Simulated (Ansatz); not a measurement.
CH2BF, SMILES B[C]F, a search for lower mean-field states

Program: the Python package of Ansatz (0.2.0).

`ch2bf.xyz`
```text
5

B    -0.55030    0.00370    0.06670
C     0.90600   -0.47800    0.46590
F     1.83280    0.10930   -0.37370
H    -0.82620    1.15160    0.10780
H    -1.36230   -0.78660   -0.26660
```

At the Python prompt:
```pycon
>>> import ansatz as az
>>> import numpy as np
>>> ch2bf = az.Crystal.molecule_from_extxyz("ch2bf.xyz")
>>> symbols = [site.symbol for site in ch2bf.cartesian_sites]
>>> start = np.array([site.position_ang for site in ch2bf.cartesian_sites])
>>> for factor in [1.0, 1.25, 1.6]:
...     xyz = (start - start.mean(axis=0)) * factor
...     scaled = az.Crystal.molecule()
...     for symbol, place in zip(symbols, xyz):
...         scaled = scaled.atom(symbol, place.tolist())
...     calculation = (
...         scaled.calculation()
...         .basis(gaussian="cc-pVDZ")
...         .functional("pbe0", dispersion="d3bj")
...         .spin("collinear", total=2)
...     )
...     for search in ("off", "standard"):
...         try:
...             r = calculation.scf(lower_state_search=search).run(threads=1).report
...         except az.AnsatzError as error:
...             print(f"x{factor} search {search}: {type(error).__name__}")
...             continue
...         state = r["mean_field"]["state"]
...         print(f"all distances x{factor}, search {search:8s} E = {r['free_energy_ev']:.5f} eV  <S^2> = {abs(state['spin_squared']):.3f}  other states met: {len(r['mean_field']['others'])}")
...
all distances x1.0, search off      E = -4453.21393 eV  <S^2> = 2.008  other states met: 0
all distances x1.0, search standard E = -4453.21393 eV  <S^2> = 2.008  other states met: 0
all distances x1.25, search off      E = -4449.28994 eV  <S^2> = 2.008  other states met: 0
all distances x1.25, search standard E = -4449.28994 eV  <S^2> = 2.008  other states met: 0
all distances x1.6, search off      E = -4442.32882 eV  <S^2> = 2.323  other states met: 0
all distances x1.6, search standard E = -4442.32882 eV  <S^2> = 2.323  other states met: 8
```

Caveats:
- Total energies depend on the basis set; only differences at equal settings carry meaning.
- The count of other states can hold repeated and symmetry-equivalent ends of the search; scaling all distances is a test, and for more than two atoms no physical path.
- The geometry comes from a force field and isn't relaxed at this level.
- The run takes the species as open-shell (spin multiplicity 3), which needn't be its ground state.
- The expectation value of S² is noticeably off S(S+1) in at least one run, so that state is spin-contaminated.
- The whole script took 9 s on 1 thread of Arm Neoverse V2 (shared host), peak memory 0.18 GiB.
